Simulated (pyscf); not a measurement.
Thermochemistry of product channels of F–SiH: (SMILES F[SiH]) [singlet] + SiH₂ (SMILES [SiH2]) [singlet] on the singlet surface, in kJ/mol, from ωB97M-D3(BJ)/def2-TZVP energies (ideal gas, 1 atm, RRHO with modes under 100 cm⁻¹ raised to 100, one conformer, R ln 2 for rigid chiral ones). Optimised with ωB97X-D3(BJ)/def2-SVP in PySCF.

```tsv
products	ΔE	ΔH(298 K)	ΔG(600 K)	ΔG(1200 K)
F–SiH=Si: (SMILES F[SiH]=[Si]) [singlet] + H₂ (SMILES [H][H])	?	+0.9	+18.2	+29.6
F–SiH=SiH₂ (SMILES F[SiH]=[SiH2])	-188.7	-176.1	-91.0	-11.8
:Si=SiH₂ (SMILES [Si]=[SiH2]) [singlet] + HF (SMILES F)	+79.7	+91.4	+100.6	+106.6
F–Si:–SiH₃ (SMILES F[Si][SiH3]) [singlet]	-216.5	-203.5	-120.1	?
F–SiH₂–SiH: (SMILES F[SiH2][SiH]) [singlet]	-191.5	-179.6	-92.2	-10.4
```

Complete the blanks.


- F–SiH=Si: (SMILES F[SiH]=[Si]) [singlet] + H₂ (SMILES [H][H]), ΔE: -3.4
- F–Si:–SiH₃ (SMILES F[Si][SiH3]) [singlet], ΔG(1200 K): -42.0

These are energies of the channels, which say nothing of barriers. A restricted singlet here is unstable towards spin polarisation, as is usual where a triplet lies low; its energy is less safe.
